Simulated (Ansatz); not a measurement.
Worked example: CH₃⁺, singlet against CH$_{3}$, doublet

Geometry (PBE0/def2-TZVP stationary point of a doublet), kept for both states:

```yaml
atoms:
  - { symbol: C, position_ang: [0.0000, 0.0000, 0.0000] }
  - { symbol: H, position_ang: [1.0799, 0.0140, -0.0003] }
  - { symbol: H, position_ang: [-0.5521, 0.9282, -0.0027] }
  - { symbol: H, position_ang: [-0.5278, -0.9423, 0.0031] }
```

Basis cc-pVDZ; Ansatz 0.2.0. Only valence electrons are correlated (noble-gas cores frozen). R marks a restricted (for open shells ROHF) determinant, U an unrestricted one.

Full CI is exact within this basis and frozen core; it isn't the basis-set limit. The frozen core follows each run's orbitals, which can shift R against U totals by a few meV.

```json
{"level": "UHF", "E(CH3, doublet) (hartree)": "-39.563814", "E(CH3⁺, singlet) (hartree)": "-39.235581"}
{"level": "UMP2", "E(CH3, doublet) (hartree)": "-39.690449", "E(CH3⁺, singlet) (hartree)": "-39.340958"}
{"level": "UCCSD(T)", "E(CH3, doublet) (hartree)": "-39.715894", "E(CH3⁺, singlet) (hartree)": "-39.366278"}
{"level": "PBE", "E(CH3, doublet) (hartree)": "-39.769215", "E(CH3⁺, singlet) (hartree)": "-39.404607"}
{"level": "r2SCAN", "E(CH3, doublet) (hartree)": "-39.811263", "E(CH3⁺, singlet) (hartree)": "-39.442170"}
{"level": "full CI", "E(CH3, doublet) (hartree)": "-39.716403", "E(CH3⁺, singlet) (hartree)": "-39.366683"}
```

Task: Give the vertical gap, CH3⁺ singlet less CH3 doublet, at each level in eV (1 hartree = 27.2114 eV), and each error against full CI.

Result: full CI: (-39.366683 − (-39.716403)) × 27.2114 = 9.516 eV (the reference)
r2SCAN: (-39.442170 − (-39.811263)) × 27.2114 = 10.044 eV, error 0.528 eV
PBE: (-39.404607 − (-39.769215)) × 27.2114 = 9.921 eV, error 0.405 eV
UCCSD(T): (-39.366278 − (-39.715894)) × 27.2114 = 9.514 eV, error -0.002 eV
UMP2: (-39.340958 − (-39.690449)) × 27.2114 = 9.510 eV, error -0.006 eV
UHF: (-39.235581 − (-39.563814)) × 27.2114 = 8.932 eV, error -0.584 eV

Total energies of functionals can't be set beside those of wave-function methods, since they hold the core's correlation and their own absolute errors; only the differences compare.

In so small a basis the reference is far from its limit while semilocal and hybrid functionals are nearer theirs, so the functionals' errors here hold much of the reference's basis and frozen-core error, which can add to them or hide them.

Each level lands on the state that its own search finds. T1 diagnostics of restricted CCSD: 0.014 and 0.004.
